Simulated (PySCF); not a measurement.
Threshold energies of CN in a plasma

PBE in PySCF with def2-TZVPPD on every atom, for the lowest determinant that a PBE0 search found; no spin–orbit coupling.

```csv
species,state (unpaired electrons),Re (Å),ωe (cm⁻¹),energy of the minimum from the neutral (eV),De (eV),dissociates to
CN,doublet (σ ↑),1.174,2093,0.00,8.56,C + N
CN⁺,"triplet (σ ↑, π ↑)",1.246,1732,14.02,6.07,C⁺ + N
CN⁻,singlet (closed shell),1.181,2069,-3.72,11.07,C⁻ + N
```

Q: Work out the lowest energy to break CN into atoms, from its vibrational ground state.

A: D0 = De − ωe/2 = 8.56 − 0.13 = 8.43 eV (PBE/def2-TZVPPD).

Q: Work out the ionisation energy of the C atom at this level and the threshold of dissociative ionisation.

A: IE(C) = 14.02 + 6.07 − 8.56 = 11.53 eV, so C⁺ + N + e⁻ appears at D0 + IE(C) = 19.96 eV (PBE/def2-TZVPPD). The measured IE(C) is 11.26 eV (NIST ASD).

Q: Work out the electron affinity of the C atom and the threshold of dissociative attachment.

A: EA(C) = 8.56 − 11.07 − (-3.72) = 1.21 eV, so C⁻ + N needs D0 − EA(C) = 7.22 eV (PBE/def2-TZVPPD). The measured EA(C) is 1.262 eV.

These are thermodynamic thresholds; the onsets seen under electron impact lie higher where the geometry changes, and cross-sections peak well above them.

For an ion De counts to the pair picked by the measured ionisation energies or electron affinities, which need not be the lowest pair at this level. The highest Kohn–Sham level is positive in this anion. Much of that is self-interaction error, but it also means that the finite basis helps to hold the extra electron. States were picked by a PBE0 search and need not be the measured ground states.
